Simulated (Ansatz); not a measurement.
## SiH2F2 (SMILES F[SiH2]F): the energy, rung by rung

SiH2F2 has 5 atoms, charge 0, and is taken as a singlet. As SMILES, `F[SiH2]F`. The shape was relaxed beforehand at wB97X-V/def2-SVP.

```
atom    x (Å)    y (Å)    z (Å)
   F  -1.0957   0.5465   0.9959
  Si  -0.0059  -0.0006  -0.0608
   F   1.2670  -0.5287   0.7788
   H  -0.5925  -1.1411  -0.7964
   H   0.4271   1.1238  -0.9176
```

Each level gives the dissociation energy of the F3–Si2 bond into doublet F and doublet SiH2F (shapes relaxed at wB97X-V/def2-SVP, no zero-point term) (eV). The values are calculated.

```
             level                    kind  program  value (eV)  CPU time (all runs)
     HF/def2-TZVPP            Hartree–Fock   Ansatz        5.30                1.9 s
    PBE/def2-TZVPP                     GGA   Ansatz        6.87                3.9 s
 r2SCAN/def2-TZVPP                meta-GGA   Ansatz        6.81                9.2 s
  B3LYP/def2-TZVPP           global hybrid   Ansatz        6.78                4.6 s
PBE0-D4/def2-TZVPP           global hybrid   Ansatz        6.72                4.4 s
wB97M-V/def2-TZVPP  range-separated hybrid   Ansatz        7.00                 17 s
    MP2/def2-TZVPP     perturbation theory   Ansatz        7.21                2.9 s
```

The values span 5.30 to 7.21 eV. Hartree–Fock misses the correlation of the electron pair that is broken and comes out low. Measured bond enthalpies also hold zero-point and thermal terms, a few tenths of an eV less. In so small a basis fixed costs decide the times, and correlated methods can beat functionals. CPU times are rough (shared hosts, several kinds of processor and program).
